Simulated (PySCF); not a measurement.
CH₂Cl₂, charge +1, multiplicity 2. Atoms are numbered in the order given.

```xyz
5

Cl    -1.4925     0.0000     0.1990
C      0.0000     0.0000    -0.6714
Cl     1.4925     0.0000     0.1990
H      0.0000     0.8765    -1.3684
H      0.0000    -0.8765    -1.3684
```
Charge +1, spin multiplicity 2.

Geometry optimised at PBE-D3(BJ)/def2-TZVP. The spin state was assumed, not searched.

Level of theory: PySCF with CAM-B3LYP/def2-TZVPD.

Mulliken values depend strongly on the basis, most of all with diffuse functions as here. ESP charges are fitted to the potential on shells at 1.4 to 2.0 van der Waals radii. Atomic charges (e):

| atom | Mulliken | ESP fit | meta-Löwdin | Mulliken spin |
|---|---|---|---|---|
| Cl1 | 0.21 | ___ | 0.34 | 0.40 |
| C2 | -0.22 | ___ | -0.18 | -0.04 |
| Cl3 | 0.21 | ___ | 0.34 | 0.40 |
| H4 | 0.40 | ___ | 0.25 | 0.12 |
| H5 | 0.40 | ___ | 0.25 | 0.12 |

Some entries are withheld; supply them. (Estimate from the structure and the level; the computed values follow.)


- Cl1, ESP fit: 0.45
- C2, ESP fit: -0.70
- Cl3, ESP fit: 0.45
- H4, ESP fit: 0.40
- H5, ESP fit: 0.40
